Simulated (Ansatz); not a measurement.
# C3H10Si: basis-set convergence

The task here is to estimate one member of a computed series from the others.

Method: one geometry, several basis sets; program: Ansatz 0.2.0, Gaussian basis.

Plan: PBE0-D4/def2-SVP; ωB97M-V/def2-SVP; PBE0-D4/def2-QZVPP; ωB97M-V/def2-QZVPP; the functionals' def2-TZVPP values are taken from earlier runs.

### The geometry

An earlier PBE0-D4 in a triple-zeta def2 set relaxation fixed the geometry.

SMILES `CC(C)[SiH3]`, 14 atoms, charge 0, spin multiplicity 1.

Atoms are counted from 1 here; the program's logs count them from 0.

Bond lengths: C1–C2 1.526 Å, C1–H5 1.093 Å, C1–H6 1.095 Å, C1–H7 1.094 Å, C2–C3 1.526 Å, C2–Si4 1.884 Å, C2–H8 1.098 Å, C3–H9 1.094 Å, C3–H10 1.093 Å, C3–H11 1.095 Å, Si4–H12 1.489 Å, Si4–H13 1.490 Å, Si4–H14 1.489 Å. Angles: C2–C1–H5 112.1°, C2–C1–H6 110.9°, C2–C1–H7 111.1°, H5–C1–H6 107.7°, H5–C1–H7 107.6°, H6–C1–H7 107.3°, C1–C2–C3 111.4°, C1–C2–Si4 111.1°, C1–C2–H8 108.5°, C3–C2–Si4 111.1°, C3–C2–H8 108.5°, Si4–C2–H8 106.1°, C2–C3–H9 111.1°, C2–C3–H10 112.1°, C2–C3–H11 110.9°, H9–C3–H10 107.6°, H9–C3–H11 107.3°, H10–C3–H11 107.7° and more.

Set-up of the first run:

Contents of in.yaml:

```yaml
crystal:
  periodic: [false, false, false]
  atoms:
    - {symbol: C, position_ang: [-0.718018, 0.934386, -0.956339]}
    - {symbol: C, position_ang: [-0.355039, 0.100900, 0.269473]}
    - {symbol: C, position_ang: [0.763771, 0.753641, 1.076462]}
    - {symbol: Si, position_ang: [0.100059, -1.660352, -0.219162]}
    - {symbol: H, position_ang: [-1.545734, 0.497142, -1.520328]}
    - {symbol: H, position_ang: [-1.012081, 1.948291, -0.666098]}
    - {symbol: H, position_ang: [0.134377, 1.025663, -1.636768]}
    - {symbol: H, position_ang: [-1.243250, 0.018745, 0.909630]}
    - {symbol: H, position_ang: [1.680120, 0.836417, 0.483713]}
    - {symbol: H, position_ang: [1.004190, 0.186454, 1.979156]}
    - {symbol: H, position_ang: [0.483532, 1.766218, 1.384482]}
    - {symbol: H, position_ang: [0.408903, -2.480613, 0.984931]}
    - {symbol: H, position_ang: [1.302864, -1.647104, -1.099241]}
    - {symbol: H, position_ang: [-1.016696, -2.308987, -0.960910]}
basis:
  gaussian: {orbitals: def2-SVP}
hamiltonian: {xc: pbe0, dispersion: d4}
output: {orbitals: {seedname: orbitals}}
```

Command:

```sh
> ansatz run in.yaml --threads 4 --pin off --events-out ev --progress --plain --max-ram 10444MiB
```

Among the steps run: PBE0-D4 in def2-SVP; ωB97M-V in def2-SVP; PBE0-D4 in def2-QZVPP; ωB97M-V in def2-QZVPP.

One of the session's tables, all rows but one given; the rest of the session is left out.

It belongs to the step «Density functionals: the series». 

| functional | basis | HOMO (eV) | LUMO (eV) |
| --- | --- | --- | --- |
| PBE0-D4 | def2-SVP | ? | ? |
| PBE0-D4 | def2-TZVPP | -8.13 | 0.70 |
| PBE0-D4 | def2-QZVPP | -8.13 | 0.45 |
| ωB97M-V | def2-SVP | -10.33 | 2.92 |
| ωB97M-V | def2-TZVPP | -10.35 | 2.22 |
| ωB97M-V | def2-QZVPP | -10.35 | 1.73 |

Estimate the missing values for PBE0-D4, def2-SVP.

The run gave: HOMO (eV): -8.13; LUMO (eV): 1.17.
